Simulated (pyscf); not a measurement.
HS–GeH: [singlet] + H₂ -> S=GeH₂ + H₂, a concerted two-bond exchange (singlet surface; H–S, H–H broken, H–H, Ge–H formed). Structures and frequencies: ωB97X-D3(BJ)/def2-SVP in PySCF. Energies in kJ/mol from the separated reactants.

Small-basis levels: PySCF, no dispersion term, spherical d functions. AM1 to PM7: differences of heats of formation from MOPAC, which are fitted to 298 K values and so differ in kind from electronic energies by zero-point and thermal terms. GFN2-xTB: tblite. Cost: rough CPU time at the saddle relative to B3LYP/6-31G*+LANL2DZ, from one job on a shared machine.

```csv
level,barrier,reaction energy,cost
HF/6-31G*+LANL2DZ,?,+43.4,0.10
MP2/6-31G*+LANL2DZ,254.1,+12.6,0.1
SVWN5/6-31G*+LANL2DZ,130.1,+29.4,0.7
BP86/6-31G*+LANL2DZ,179.5,+26.7,1
PBE/6-31G*+LANL2DZ,173.5,+27.5,1
B3LYP/LANL2DZ,201.8,+13.7,0.6
B3LYP/6-31G*+LANL2DZ,?,+28.9,1
M06-2X/6-31G*+LANL2DZ,224.2,+26.4,2
B3LYP/6-311+G**+LANL2DZ,204.5,+28.0,1
GFN2-xTB,167.7,+72.3,under 0.02
AM1,202.3,+70.7,under 0.02
PM3,178.1,+38.1,under 0.02
ωB97M-D3(BJ)/def2-TZVP,?,+38.7,–
```

**Question.** Complete the blanks.

**Answer.** 
- HF/6-31G*+LANL2DZ, barrier: 329.7
- B3LYP/6-31G*+LANL2DZ, barrier: 215.5
- ωB97M-D3(BJ)/def2-TZVP, barrier: 214.6

Against the last row the barrier runs from -84.5 (SVWN5/6-31G*+LANL2DZ) to +115.1 kJ/mol (HF/6-31G*+LANL2DZ). ωB97M-D3(BJ)/def2-TZVP has limits of its own. The same reactants have a lower exit, to H₂S + GeH₂ [singlet] (barrier +97.6 kJ/mol at ωB97M-D3(BJ)/def2-TZVP, against +214.6 kJ/mol here). This is the saddle that the search found; another between the same sides may lie lower. In the def2 sets elements up to Kr have no core potential.
